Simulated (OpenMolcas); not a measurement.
Exact exchange and the HOMO–LUMO gap of C2H3FO (acetyl fluoride)

C2H3FO: 7 atoms, total charge 0, spin state singlet. As SMILES, `CC(=O)F`. The shape is that of a PBE0-D4/def2-TZVP optimisation.

The HOMO–LUMO gap y, in eV, basis aug-cc-pVDZ; a is the functional's share of exact exchange. Programs: OpenMolcas 26.06.

| functional | program | a | y (eV) |
| --- | --- | --- | --- |
| revPBE | OpenMolcas | 0 | 5.68 |
| BLYP | OpenMolcas | 0 | 5.65 |
| B3LYP | OpenMolcas | 0.2 | 7.96 |
| PBE0 | OpenMolcas | 0.25 | ? |
| BHLYP | OpenMolcas | 0.5 | 10.75 |

Q: Fit y = c + s·a to the known rows and predict PBE0.

A: 
1. Means of the 4 rows: a = 0.1750, y = 7.510.
2. Σ(Δa)² = 0.1675, Σ(Δa·Δy) = 1.71, so the slope is 1.71/0.1675 = 10.209.
3. Intercept: 7.510 − (10.209) × 0.1750 = 5.723. The largest residual of the fit is 0.20.
4. PBE0: 5.723 + (10.209) × 0.25 = 8.28 eV.

The run gave 8.54 eV, so the prediction is off by -0.26 eV, about the scatter of the fit. Exact exchange lowers occupied levels and raises empty ones.
